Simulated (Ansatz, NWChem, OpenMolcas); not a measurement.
Worked example: BH2Cl + NaSH → BH2(SH) + NaCl

Species: BH2Cl `BCl`, singlet; NaSH `[Na][SH]`, singlet; BH2(SH), singlet; NaCl, singlet. The partners trade Cl for SH: B–Cl and Na–SH bonds give way to B–SH and Na–Cl.

Shapes, held fixed at every level: PBE0-D4/def2-TZVP. Programs: Ansatz 0.2.0, NWChem 7.3.0, OpenMolcas 26.06. A level may come from different programs for different species; with the same settings they agree closely. The zero-point and thermal change to 298 K, harmonic and unscaled (PBE0-D4/def2-TZVP), is +4.4 kJ/mol.

At CCSD(T)/def2-TZVPP; 1 Eh = 2625.50 kJ/mol:

```
species  energy (Eh)
  BH2Cl  -485.727891
   NaSH  -560.405053
BH2(SH)  -424.329173
   NaCl  -621.834366
```

Q: Work out ΔH(298 K) of the reaction at this level.

A: 
1. Products less reactants: (-424.329173) + (-621.834366) − [(-485.727891) + (-560.405053)] = -0.030595 Eh = -80.3 kJ/mol.
2. With the thermal change: -80.3 + (+4.4) = -75.9 kJ/mol.

Other levels give -80.7 (HF/def2-TZVPP) to -75.7 kJ/mol (PBE-D4/def2-TZVPP). No measured value is set beside it here. Outer-core shells of Na are correlated in most correlated rows, in sets that cover them unevenly.
